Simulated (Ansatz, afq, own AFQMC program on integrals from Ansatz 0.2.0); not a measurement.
Integrals from Ansatz 0.2.0, then the random walk in our own AFQMC program (afq).

```yaml
crystal:
  periodic: [false, false, false]
  atoms:
    - {symbol: C, position_ang: [-1.116652, 0.039170, 1.054471]}
    - {symbol: S, position_ang: [0.323687, 1.116046, 0.747576]}
    - {symbol: Si, position_ang: [1.177527, 0.141045, -0.920237]}
    - {symbol: Cl, position_ang: [1.686621, -1.808644, -0.475078]}
    - {symbol: Cl, position_ang: [-0.144420, 0.056182, -2.502590]}
    - {symbol: H, position_ang: [-1.791363, 0.035749, 0.187859]}
    - {symbol: H, position_ang: [-0.794235, -0.983932, 1.290255]}
    - {symbol: H, position_ang: [-1.639872, 0.464036, 1.920827]}
    - {symbol: H, position_ang: [2.387307, 0.893948, -1.320182]}
basis:
  gaussian: {orbitals: def2-SVP}
magnetization: {spin_polarized: false}
correlation: {method: ccsd_t, electrons: outside_noble_gas, hamiltonian_folder: ham}
```

```sh
$ ansatz run in.yaml --threads 1 --pin off --events-out ev --progress --plain --max-ram 24576MiB --backend cuda --devices 0, --max-vram 18GiB
```

afq runs on the folder ham with

```
--method phaseless --trial cisd --walkers 4000 --populations 20 --least-time 60 --time-step 0.005 --steps-per-block 50 --equilibration-blocks 28 --max-blocks 4000 --target-error 0.00034 --factor-cut 1e-05 --seed 1727 --release-times 0.21,0.42,0.63,0.9 --release-step 0.03 --release-every 5 --taylor-order 6
```

Times are imaginary, in 1/Eh. The walk had a cap of 243 s. With eight or more populations the least sampling time is a fifth of least-time, and the error comes from their spread.

afq prints:

```
orbitals 85  electrons 16 16  factors 698 of 1003
reference energy -1645.25460581 Eh
CCSD correlation -0.69218367 Eh in 10 cycles, weight of the determinant in the CISD state 0.7692
energy of the start -1645.946789 Eh
 block  time / (1/Eh)  mean weight  energy / Eh
     1     0.250  1.0000  -1645.912324
     2     0.500  0.9997  -1645.923800
     3     0.750  1.0005  -1645.937778
     4     1.000  1.0005  -1645.949458
     5     1.250  1.0000  -1645.956113
     9     2.250  1.0000  -1645.965562
    15     3.750  0.9997  -1645.967198
    23     5.750  0.9998  -1645.969473
    31     7.750  1.0005  -1645.967556
    39     9.750  1.0000  -1645.966436
    47    11.750  0.9993  -1645.968205
    55    13.750  1.0002  -1645.965004
    63    15.750  0.9999  -1645.968507
    71    17.750  0.9999  -1645.966283
    79    19.750  1.0000  -1645.967905
    87    21.750  0.9999  -1645.968096
    95    23.750  1.0000  -1645.965000
   103    25.750  1.0005  -1645.968063
   107    26.750  0.9997  -1645.970176
error from the spread of 20 populations
released: time / (1/Eh)  energy / Eh  error  mean overlap
  0.21  -1645.967730  0.000338  0.9987
  0.42  -1645.968650  0.000360  0.9893
  0.63  -1645.968778  0.000376  0.9825
  0.90  -1645.969088  0.000375  0.9751
energy -1645.967393 +/- 0.000280 Eh
(rows thinned)
```

The run passed its tests (sampling time, drift between the halves within three errors, error under three times the target), which doesn't prove that it has relaxed.

Against this walk (error 7.6 meV) on the same determinant: CCSD(T) 59.2 meV higher. The error is statistical and leaves out the bias of the constraint. None of these is a sure reference here. The released energies are still falling (meV from the phaseless value at times in 1/Eh: -9 ± 9 at 0.21, -34 ± 10 at 0.42, -38 ± 10 at 0.63, -46 ± 10 at 0.90), so they give no level; they do show a bias of the constraint, and the last of them that isn't too noisy lies 105 meV below CCSD(T).

Cautions: constraint bias not in the error.

The walk took 2.8 min on 1 × NVIDIA H100 80GB HBM3 with 2 threads of AMD EPYC 7R13 Processor (Zen 3), on a shared host (the card was shared). The log's last line is the phaseless energy.
